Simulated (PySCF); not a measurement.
# Unknown: peak-picked proton spectrum

Formula C₃H₅F₂N. The spectrum was simulated from the full spin Hamiltonian at 200 MHz with 1.0 Hz Lorentzian lines, from shifts rounded to 0.01 ppm and J to 0.1 Hz, couplings under 1 Hz left out. Exchangeable protons (1H) are left uncoupled and out of the list.

```tsv
region	integral (H)	ppm	Hz	height
1	1	5.342	1068.4	24
1		5.304	1060.7	25
1		5.029	1005.9	47
1		4.991	998.2	48
1		4.717	943.4	24
1		4.679	935.7	25
2	1	2.179	435.8	6
2		2.166	433.2	11
2		2.152	430.5	8
2		2.142	428.4	14
2		2.129	425.9	26
2		2.115	423.1	16
2		2.107	421.5	18
2		2.094	418.8	31
2		2.081	416.2	18
2		2.070	414.0	10
2		2.057	411.4	14
2		2.044	408.8	8
3	1	1.921	384.2	60
3		1.910	382.0	61
3		1.887	377.5	45
3		1.876	375.2	43
4	1	1.403	280.7	54
4		1.390	278.0	100
4		1.377	275.3	52
```

13C{1H} NMR (computed): δ 125.8 (CH, dd, J = 304.2, 295.0 Hz), 31.0 (CH, dd, J = 37.8, 31.8 Hz), 21.6 (CH2, d, J = 6.1 Hz).

Isolated molecule, single conformer, relativity neglected. B3LYP/pcJ-1 coupling constants (spin–dipole term only in couplings to heteroatoms); σ from GIAO-KT3/pcSseg-2; PBE0-D3(BJ)/def2-SVP structure; PySCF.

Shifts are taken against calculated references (same method and geometry level): 1H (31.35 ppm) and 13C (181.31 ppm) against TMS.

Question: Analyse the multiplets.

Answer: 1H NMR (200 MHz, computed): δ 5.01 (td, J = 62.5, 7.7 Hz, 1H), 2.11 (m, 1H), 1.90 (dd, J = 6.8, 2.3 Hz, 1H), 1.39 (dd, J = 2.8, 2.7 Hz, 1H), -0.10 (br s, 1H). These are first-order names from the parameters used; overlap and second-order distortion can hide them in the list.

Question: What is the compound?

Answer: SMILES FC(F)[C@@H]1CN1.

Mapped SMILES: `[F:1][CH:2]([F:3])[C@@H:4]1[CH2:5][NH:6]1`; H(Xn) means a hydrogen on atom n. Ha(C5) is cis to C2 on the ring; Hb(C5) is trans to C2 on the ring.

1. δ 5.01: H(C2), hydrogen on an sp3 CH bonded to 2 F, coupled to F3 and F1 (62.5 Hz), H(C4) (7.7 Hz).
2. δ 2.11: H(C4), hydrogen on an aziridine ring carbon, coupled to H(C2) (7.7 Hz), F3 (7.5 Hz), Hb(C5) (6.8 Hz), Ha(C5) (2.8 Hz).
3. δ 1.90: Hb(C5), hydrogen on an aziridine ring carbon, coupled to H(C4) (6.8 Hz), F3 (2.3 Hz).
4. δ 1.39: Ha(C5), hydrogen on an aziridine ring carbon, coupled to H(C4) (2.8 Hz), F3 (2.7 Hz).
5. δ -0.10: H(N6), hydrogen on an amine nitrogen.

This is the structure that produced the data.

OH/NH shifts are gas-phase values; hydrogen bonding in solution moves them, usually downfield. Common functionals overestimate the size of one-bond C–F couplings by tens of Hz; these are unscaled. Multiplet labels drop couplings under 1 Hz and merge nearly equal ones. Unscaled 3J(H,H) at this level run about 10 % above measured values. Shifts are as computed, not scaled to solution data. Of 1211 compounds with measured shifts, 218 miss one by over three times the rms of a fit or turn the order of signals round; such compounds aren't used in these exercises. Couplings to exchangeable protons are dropped. Only one conformer was computed, so three-bond couplings in flexible chains and rings are approximate.
